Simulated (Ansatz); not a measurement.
Results of B3LYP (VWN-RPA form) in Ansatz (PAW) for solid iodine.

Input:

Ansatz 0.2 input:
```yaml
crystal:
  lattice:
    - [3.62895, 2.3914, 0.0]
    - [-3.62895, 2.3914, 0.0]
    - [0.0, 0.0, 9.8238]
  atoms:
    - { symbol: I, position: [0.84515, 0.84515, 0.8825] }
    - { symbol: I, position: [0.65485, 0.65485, 0.3825] }
    - { symbol: I, position: [0.34515, 0.34515, 0.6175] }
    - { symbol: I, position: [0.15485, 0.15485, 0.1175] }
basis:
  ecutwfc: 460
  ecutrho_ratio: 4
  xc_grid: 2
kpoints:
  mp_grid: { grid: [6, 6, 4] }
  band_path: { path: [[0, 0, 0], [0.453125, 0.453125, 0.0]], npoints: 1 }
hamiltonian:
  xc: b3lyp
  dispersion: none
  pseudopotentials: { kind: paw }
scf:
  occupations: { method: fermi_dirac, width: 0.01 }
  convergence: { dr2_threshold: 0.0000000004 }
output:
  forces: true
  stress: true
  eigenvalues: true
  write_bands: true
```

Output (set-up and result lines):

```
WARN output.stress: scf.exx.energy_threshold = 1e-6 eV is looser than the 4e-8 eV advised for a stress under a hybrid functional (1e-8 eV for each atom of the …
Crystal: 4 atoms, lattice volume = 170.507 Å³
Basis set: ecut = 460 eV, 3807 PW (Γ), exchange–correlation on 64×64×144 points (8 copies of the dense FFT grid, shifted against one another)
Bands: 41, of which v1, the nominal top of the filled ones, is band 34 counted from 1 (33 counted from 0)
Symmetry: 8 space group operations
Space group: Cmce (ITA 64), of the structure as read, at distance tolerance 5.5e-5 Å
k-points: 39 of 144
Functional: x = 0.1 slater + 0.9 b88, c = 0.19 vwn_rpa + 0.81 lyp, warm-up for x = 0.08 slater + 0.72 b88 + 0.2 exact, c = 0.19 vwn_rpa + 0.81 lyp
SCF iter   1: F=—  HF=-30099.713473 eV  |F-HF|=—  |Δ(HF+E_count)|=         —  Δρ=3.73e-3  dr2=2.15e-2
SCF iter   2: F=—  HF=-30099.709001 eV  |F-HF|=—  |Δ(HF+E_count)|=   4.47e-3  Δρ=1.42e-3  dr2=1.80e-3
  ...
Crystal: 4 atoms, lattice volume = 170.507 Å³
Initial density: handed on by an earlier stage of this run
Functional: x = 0.08 slater + 0.72 b88 + 0.2 exact, c = 0.19 vwn_rpa + 0.81 lyp
Crystal: 4 atoms, lattice volume = 170.507 Å³
Crystal: 4 atoms, lattice volume = 170.507 Å³
SCF iter   1: F=—  HF=-30113.228212 eV  |F-HF|=—  |Δ(HF+E_count)|=         —  Δρ=8.63e-7  dr2=1.01e-9
SCF iter   2: F=-30113.228212 eV  HF=-30113.228212 eV  |F-HF|=2.55e-11  |Δ(HF+E_count)|=  7.28e-11  Δρ=2.03e-7  dr2=2.06e-10
SCF 4 converged in 2 iterations: F = -30113.228212 eV  dr2 = 2.06e-10
Free energy (F): -30113.228212 eV
Internal energy: -30113.228212 eV  (E = F + TS)
E sigma→0 (E₀):  -30113.228212 eV
Fermi energy:    5.367229 eV
--- Forces (eV/Å), atoms counted from 1 ---
  atom   1  I     -0.00000000     0.02784857    -0.03316711
  atom   2  I      0.00000000    -0.02784857    -0.03316711
  atom   3  I      0.00000000     0.02784857     0.03316711
  atom   4  I     -0.00000000    -0.02784857     0.03316711
--- Stress (GPa, compression-positive) ---
        2.289656       0.000000       0.000000
        0.000000       1.737143       0.000000
        0.000000       0.000000       1.480947
  P = ⅓ Tr σ = 1.8359 GPa (18.359 kbar)
```

The PAW data were made under PBE.

Note: cell and atoms aren't relaxed at this level (largest force component 0.03 eV/Å, pressure 1.8 GPa).

Ansatz is a quantum-chemistry and plane-wave program.
